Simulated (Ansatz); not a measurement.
Geometry optimisation, RKS B3LYP/def2-SVP in Ansatz 0.2.0.

Input:

```yaml
crystal:
  periodic: [false, false, false]
  atoms:
    - { symbol: B, position_ang: [0.03823, 0.273232, 0.061056] }
    - { symbol: Cl, position_ang: [-0.127313, 0.636874, 1.843593] }
    - { symbol: H, position_ang: [1.128913, 0.387956, -0.417603] }
    - { symbol: H, position_ang: [-0.977433, 0.046164, -0.535272] }
    - { symbol: S, position_ang: [0.343514, -2.757162, 0.567759] }
    - { symbol: H, position_ang: [-0.957262, -2.912321, 0.231881] }
    - { symbol: H, position_ang: [0.03355, -1.923644, 1.621986] }
basis:
  gaussian: { orbitals: def2-SVP }
hamiltonian:
  xc: b3lyp
relax:
  f_tol: 0.03
  max_steps: 50
```

Launched with:

```bash
$ ansatz run input.yaml --threads 1 --pin off --max-ram 2048MiB --backend cpu --events-out ev --progress --plain --runs-dir out
```

Where does it end, and by what steps?

The forces met the threshold. After 17 steps the energy has fallen by 0.226 eV; H6 moved furthest, 0.77 Å. Joined: B1–S5 (3.09 → 2.12 Å).

```
step  energy less start (eV)  largest force component (eV/Å)  accepted
   0                  0.0000                           0.992       yes
   1                 -0.0268                           0.749       yes
   2                 -0.0677                           0.721       yes
   3                 -0.0919                           0.935       yes
   4                 -0.1191                           0.551       yes
   5                 -0.1337                           0.156       yes
   6                 -0.1362                           0.117       yes
   7                 -0.1425                           0.179       yes
   8                 -0.1467                           0.159       yes
   9                 -0.1438                           0.507        no
  10                 -0.1425                           0.530        no
  11                 -0.1536                           0.056       yes
  12                 -0.1630                           0.165       yes
  13                 -0.1737                           0.470       yes
  14                 -0.1893                           0.738       yes
  15                 -0.2125                           0.522       yes
  16                 -0.2252                           0.091       yes
  17                 -0.2261                           0.008       yes
```

```xyz
7
Properties=species:S:1:pos:R:3
B 0.028 -0.067 0.103
Cl -0.607 0.580 1.691
H 1.204 0.124 -0.101
H -0.730 0.023 -0.833
S 0.078 -2.185 0.264
H -1.158 -2.410 0.774
H 0.668 -2.314 1.477
```

Whether the end is a true minimum wasn't checked by a vibrational analysis.

Run time: 71 s on 1 thread of Arm Neoverse N1, with other jobs on the host, peak memory 0.13 GiB.
